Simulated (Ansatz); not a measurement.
# Worked example: HNGe⁺, doublet against HNGe, singlet

Geometry (PBE0/def2-TZVP stationary point of a singlet), kept for both states (HNGe, singlet: Σ⁺; HNGe⁺, doublet: Π):

```xyz
3

Ge    0.0000    0.0000    1.4305
N     0.0000    0.0000   -0.2139
H     0.0000    0.0000   -1.2166
```

Basis cc-pVDZ; Ansatz 0.2.0. Only valence electrons are correlated (noble-gas cores and the filled d shells of p-block atoms frozen). Prefix R: restricted or restricted open-shell reference. No spin–orbit coupling is included, and no scalar relativity.

Full CI isn't at hand for all of this; RCCSDTQ serves as the reference, and is uncertain by about the last step of the cluster series.

| level | E(HNGe, singlet) (hartree) | E(HNGe⁺, doublet) (hartree) |
| --- | --- | --- |
| RCCSD(T) | -2130.616496 | -2130.258131 |
| PBE | -2131.930485 | -2131.562301 |
| RCCSDTQ | -2130.618407 | -2130.259642 |

Question: Give the vertical gap, HNGe⁺ doublet less HNGe singlet, at each level in eV (1 hartree = 27.2114 eV), and each error against RCCSDTQ.

Answer: RCCSDTQ: (-2130.259642 − (-2130.618407)) × 27.2114 = 9.762 eV (the reference)
PBE: (-2131.562301 − (-2131.930485)) × 27.2114 = 10.019 eV, error 0.257 eV
RCCSD(T): (-2130.258131 − (-2130.616496)) × 27.2114 = 9.752 eV, error -0.010 eV

Total energies of functionals can't be set beside those of wave-function methods, since they hold the core's correlation and their own absolute errors; only the differences compare.

In so small a basis the reference is far from its limit while semilocal and hybrid functionals are nearer theirs, so the functionals' errors here hold much of the reference's basis and frozen-core error, which can add to them or hide them.

Each level lands on the state that its own search finds. T1 diagnostics of restricted CCSD: 0.029 and 0.024.
